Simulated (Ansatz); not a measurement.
in.yaml

```yaml
crystal:
  periodic: [false, false, false]
  atoms:
    - {symbol: C, position_ang: [0.000000, 0.000000, 0.000000]}
    - {symbol: H, position_ang: [0.000000, 0.000000, 3.099000]}
basis:
  gaussian: {orbitals: aug-cc-pVDZ}
total_charge: 1
magnetization: {spin_polarized: false}
correlation: {method: bccd, electrons: all}
```

```sh
$ ansatz run in.yaml --threads 1 --pin off --events-out ev --progress --plain --max-ram 2393MiB
```

Log:

```
323 factors; integrals over basis functions are off by at most 9.7e-4 eV
mean field evaluation 1: about -1024.1512 eV, gradient 1.1e1 eV
mean field evaluation 2: about -1024.1511 eV, gradient 1.1e1 eV
mean field evaluation 4: about -1025.0420 eV, gradient 8.6e-1 eV
mean field evaluation 8: about -1025.0498 eV, gradient 8.7e-6 eV
mean field evaluation 16: about -1025.0490 eV, gradient 3.2e-1 eV
mean field evaluation 32: about -1023.0056 eV, gradient 5.0e-3 eV
mean field -1025.04975465 eV, -37.6698836797 hartree, gradient 2.4e-6 eV, S^2 0.000000; 3 other end points of the search recorded, 0 dependent functions left out; unrestricted orbitals would lower it
mean field evaluation 64: about -1028.3728 eV, gradient 3.2e-2 eV
mean field evaluation 96: about -1025.2511 eV, gradient 1.3e0 eV
mean field evaluation 128: about -1025.8675 eV, gradient 1.1e0 eV
mean field evaluation 160: about -1025.0497 eV, gradient 1.9e-2 eV
mean field evaluation 192: about -1028.2264 eV, gradient 3.3e0 eV
determinant -1025.04975465 eV, -37.6698836797 hartree, with singles and doubles -1029.37775855 eV, -37.8289348896 hartree
determinant -1023.00557353 eV, -37.5947614093 hartree, with singles and doubles -1025.73418021 eV, -37.6950358552 hartree
unrestricted determinant -1028.38828778 eV, -37.7925725094 hartree, S^2 1.0070
reference -1025.04975465 eV, -37.6698836797 hartree; 3, 3 occupied and 29, 29 virtual orbitals, 323 factors
second order -3.05892344 eV of doubles, -0.00000000 eV of singles
cycle   1  -3.18929925 eV  change   -8.9e-1 eV  update   1.5e-1
cycle   2  -3.81069304 eV  change   -6.2e-1 eV  update   1.1e-1
cycle   3  -4.13114612 eV  change   -3.2e-1 eV  update   8.9e-2
cycle   4  -4.43053474 eV  change   -3.0e-1 eV  update   6.5e-2
cycle   5  -4.58399680 eV  change   -1.5e-1 eV  update   5.4e-2
cycle   6  -4.87980761 eV  change   -3.0e-1 eV  update   3.8e-2
cycle   7  -5.10839170 eV  change   -2.3e-1 eV  update   2.9e-2
cycle   8  -4.98536250 eV  change    1.2e-1 eV  update   7.0e-3
cycle   9  -5.01532622 eV  change   -3.0e-2 eV  update   1.0e-2
cycle  10  -5.05478826 eV  change   -3.9e-2 eV  update   6.6e-3
cycle  11  -5.07289209 eV  change   -1.8e-2 eV  update   1.0e-3
cycle  12  -5.06412129 eV  change    8.8e-3 eV  update   2.3e-3
cycle  13  -5.06042756 eV  change    3.7e-3 eV  update   6.6e-4
cycle  14  -5.06055833 eV  change   -1.3e-4 eV  update   4.8e-5
cycle  15  -5.06054750 eV  change    1.1e-5 eV  update   2.0e-5
cycle  16  -5.06055404 eV  change   -6.5e-6 eV  update   8.4e-6
cycle  17  -5.06055977 eV  change   -5.7e-6 eV  update   2.9e-6
cycle  18  -5.06056018 eV  change   -4.1e-7 eV  update   1.1e-6
WARN: these amplitudes may be one of several solutions (largest doubles amplitude 0.67, level shift 4.74 eV)
Total energy: -1030.11031483 eV, -37.8558558360 hartree
```

Ran on 1 thread of AMD EPYC 9R45, shared host: 0.36 s wall, 0.19 GiB peak host memory.
